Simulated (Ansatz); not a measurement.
# H4OSi: the cost of one run

Computed with Ansatz 0.2.0, Gaussian basis. Level: B3LYP-D4/cc-pVDZ.

**1. The starting structure**

The start, a first-order saddle point found at PBE0-D4 in triple zeta: 6 atoms, charge 0, spin multiplicity 1.

Atoms are counted from 1 here; the program's logs count them from 0.

Bond lengths: Si1–H2 1.629 Å, Si1–O3 1.898 Å, Si1–H4 1.499 Å, Si1–H5 1.496 Å, H2–O3 1.257 Å, O3–H6 0.966 Å. Angles: H2–Si1–O3 40.9°, H2–Si1–H4 119.5°, H2–Si1–H5 126.4°, O3–Si1–H4 102.5°, O3–Si1–H5 102.7°, H4–Si1–H5 103.3°, Si1–H2–O3 81.1°, Si1–O3–H2 58.0°, Si1–O3–H6 112.9°, H2–O3–H6 110.2°.

As a file:

```csv
atom,x (Å),y (Å),z (Å)
Si1,-0.5058,0.4448,-0.4717
H2,1.0818,0.1530,-0.6919
O3,0.9864,-0.1925,0.5125
H4,-1.4633,-0.7062,-0.3895
H5,-1.1036,1.4563,0.4546
H6,1.0046,-1.1555,0.5860
```

**2. Dynamics**

md/in.yaml

```yaml
crystal:
  periodic: [false, false, false]
  atoms:
    - {symbol: Si, position_ang: [-0.505797, 0.444805, -0.471741]}
    - {symbol: H, position_ang: [1.081777, 0.153048, -0.691882]}
    - {symbol: O, position_ang: [0.986375, -0.192487, 0.512463]}
    - {symbol: H, position_ang: [-1.463335, -0.706166, -0.389457]}
    - {symbol: H, position_ang: [-1.103630, 1.456300, 0.454587]}
    - {symbol: H, position_ang: [1.004610, -1.155500, 0.586030]}
basis:
  gaussian: {orbitals: cc-pVDZ}
hamiltonian: {xc: {name: B3LYP}, dispersion: d4}
md: {n_steps: 40, timestep: 0.5, temperature: 500, ensemble: nve, seed: 811, initial_velocities: maxwell_boltzmann}
```

Command:

```bash
ansatz run in.yaml --threads 2 --pin off --events-out ev --progress --plain --max-ram 4352MiB
```

**Question.** How long does this run take on 2 threads of Arm Neoverse V1, shared host?

About 26 s.
